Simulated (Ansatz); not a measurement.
```yaml
crystal:
  periodic: [false, false, false]
  atoms:
    - {symbol: B, position_ang: [-0.044331, -0.013558, -0.105342]}
    - {symbol: B, position_ang: [0.541360, 0.166824, 1.288599]}
    - {symbol: H, position_ang: [-0.497028, -0.153265, -1.183257]}
basis:
  gaussian: {orbitals: cc-pVTZ-PP, final_grid: {core_spheres: 20, valence_spheres: 16, degree: 47}}
total_charge: 1
hamiltonian: {xc: {name: PBE0}, dispersion: d3bj}
scf: {lower_state_search: off}
output: {forces: true}
```

```sh
$ ansatz run in.yaml --threads 4 --pin off --events-out ev --progress --plain --max-ram 3916MiB
```

Shortened log:

```
Functional definition: PBE0
Error: [file] the basis set cc-pVTZ-PP has no functions for B
```

Task: What is wrong with this run?

Result: The basis set is misnamed or doesn't suit the job. The input was rejected before any iteration.
